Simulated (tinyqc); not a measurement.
Worked calculation: RKS/PBE in the sto-3g basis, for H2O, spin multiplicity 1. One step of it, computed by the program tinyqc.

Problem. Orthogonalisation. S = U s U^T; canonical form X = U s^(-1/2), so that X^T S X = 1. Each column of U has its largest component positive (the first on a tie).

overlap S:
```
           1O 1s     1O 2s    1O 2px     1O 2py    1O 2pz     2H 1s      3H 1s
1O 1s   1.000000  0.236704  0.000000   0.000000  0.000000  0.037086   0.037086
1O 2s   0.236704  1.000000  0.000000   0.000000  0.000000  0.377628   0.377628
1O 2px  0.000000  0.000000  1.000000   0.000000  0.000000  0.000000   0.000000
1O 2py  0.000000  0.000000  0.000000   1.000000  0.000000  0.284616  -0.284616
1O 2pz  0.000000  0.000000  0.000000   0.000000  1.000000  0.176720   0.176720
2H 1s   0.037086  0.377628  0.000000   0.284616  0.176720  1.000000   0.141518
3H 1s   0.037086  0.377628  0.000000  -0.284616  0.176720  0.141518   1.000000
```

Give: eigenvalues of S; X.

Solution.

eigenvalues of S: 0.4459  0.5206  0.8969  1.0000  1.0860  1.3379  1.7127

X:
```
              1        2        3       4        5        6       7
1O 1s   -0.3582   0.0000   0.7298  0.0000  -0.6067   0.0000  0.1953
1O 2s    1.0431   0.0000  -0.2571  0.0000  -0.2703   0.0000  0.4687
1O 2px   0.0000   0.0000   0.0000  1.0000   0.0000   0.0000  0.0000
1O 2py   0.0000   0.8912   0.0000  0.0000   0.0000   0.6621  0.0000
1O 2pz   0.4165   0.0000   0.6642  0.0000   0.6549   0.0000  0.1890
2H 1s   -0.6530  -0.7506  -0.1937  0.0000   0.1593   0.3931  0.3810
3H 1s   -0.6530   0.7506  -0.1937  0.0000   0.1593  -0.3931  0.3810
```
